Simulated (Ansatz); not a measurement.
A nudged elastic band was laid between two geometries of BHS (3 atoms, charge 0, multiplicity 1).

Theory: RKS B3LYP/6-31G* (Ansatz 0.2.0).

* movable images: 9
* climbing image: yes
* spring: 5.0 eV/Å²
* optimiser: quadratic models (default)
* start path: through a guess of the saddle point
* force threshold: 0.05 eV/Å
* iteration limit: 60
* end points: relaxed

Image 0:

```xyz
3
Properties=species:S:1:pos:R:3
B -0.040 -0.015 0.138
S 0.401 0.148 -1.400
H -0.361 -0.133 1.262
```

Image 10:

```xyz
3
Properties=species:S:1:pos:R:3
B -0.118 -1.226 -0.430
S 0.228 0.583 -0.441
H -0.110 0.643 0.871
```

Q: Which bonds break or form, and what moves?

A: Bonds broken: B1–H3. Bonds formed: S2–H3.

Q: Give the energies along the band, and the barrier.

A: The forces met the threshold. The highest image is number 7 of 0 to 10, 84.5 kcal/mol above the first end and 12.8 kcal/mol above the last; the last end lies 71.7 kcal/mol above the first. A vibrational analysis at the climbing image gives one clearly imaginary mode, 1329i cm⁻¹: a first-order saddle point. The orbitals stay closed-shell, which can raise the energy where a bond breaks towards radicals; this wasn't checked here.

```tsv
image	path coordinate (Å)	energy (kcal/mol)	B1–H3 (Å)	S2–H3 (Å)
0	0.00	0.0	1.17	2.78
1	0.20	3.1	1.16	2.72
2	0.40	12.0	1.16	2.59
3	0.60	25.3	1.16	2.42
4	0.80	42.0	1.17	2.22
5	1.00	60.5	1.21	2.00
6	1.21	77.2	1.29	1.79
7	1.41	84.5	1.41	1.58
8	1.64	78.6	1.66	1.41
9	1.88	73.4	1.97	1.36
10	2.12	71.7	2.28	1.36
```

Q: What is the geometry of the highest image?

A: 
```xyz
3
Properties=species:S:1:pos:R:3
B -0.156 -0.890 -0.047
S 0.308 0.621 -0.713
H -0.152 0.269 0.761
```

Q: What are the harmonic wavenumbers there?

A: 1329i, 959, 1831 cm⁻¹.

The band took 8 iterations and of the order of 60 core-seconds.

Time of the run: 58 s on 1 CPU thread of a shared host.
